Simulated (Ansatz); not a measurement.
`CC(C)(O)F`. The species carries charge 0 and has multiplicity 1. All single points use the PBE0-D4/def2-TZVP geometry. It is one conformer, not always the lowest.

```xyz
12

C    -0.753   -0.829    0.625
C     0.278   -0.159   -0.257
C     0.049    1.315   -0.470
O     1.565   -0.321    0.220
F     0.195   -0.784   -1.507
H    -1.752   -0.711    0.204
H    -0.539   -1.899    0.700
H    -0.732   -0.393    1.624
H    -0.927    1.480   -0.927
H     0.824    1.707   -1.128
H     0.093    1.843    0.483
H     1.699   -1.250    0.433
```

What is the dipole moment at r2SCAN/def2-TZVPP? (Best estimate.)

Computed: 1.87 D, with components (-0.92, -0.27, 1.61) D in this frame, pointing from negative to positive charge.

And with PBE, B3LYP, ωB97M-V? (Estimate.)

The calculation gave: PBE 1.80 D, B3LYP 1.92 D, ωB97M-V 1.92 D.

Give the Mulliken charges with r2SCAN, ωB97M-V, PBE in def2-TZVPP. (Estimate.)

The calculation gave: 
```json
{"atom": "C1", "r2SCAN": "-0.16", "ωB97M-V": "-0.30", "PBE": "-0.26"}
{"atom": "C2", "r2SCAN": "0.38", "ωB97M-V": "0.28", "PBE": "0.29"}
{"atom": "C3", "r2SCAN": "-0.14", "ωB97M-V": "-0.28", "PBE": "-0.24"}
{"atom": "O4", "r2SCAN": "-0.33", "ωB97M-V": "-0.29", "PBE": "-0.27"}
{"atom": "F5", "r2SCAN": "-0.24", "ωB97M-V": "-0.23", "PBE": "-0.20"}
{"atom": "H6", "r2SCAN": "0.05", "ωB97M-V": "0.11", "PBE": "0.08"}
{"atom": "H7", "r2SCAN": "0.04", "ωB97M-V": "0.10", "PBE": "0.07"}
{"atom": "H8", "r2SCAN": "0.06", "ωB97M-V": "0.11", "PBE": "0.09"}
{"atom": "H9", "r2SCAN": "0.05", "ωB97M-V": "0.10", "PBE": "0.08"}
{"atom": "H10", "r2SCAN": "0.06", "ωB97M-V": "0.12", "PBE": "0.10"}
{"atom": "H11", "r2SCAN": "0.05", "ωB97M-V": "0.10", "PBE": "0.08"}
{"atom": "H12", "r2SCAN": "0.20", "ωB97M-V": "0.18", "PBE": "0.19"}
```

B3LYP here is the variant with VWN-RPA as its local correlation; programs differ in this.
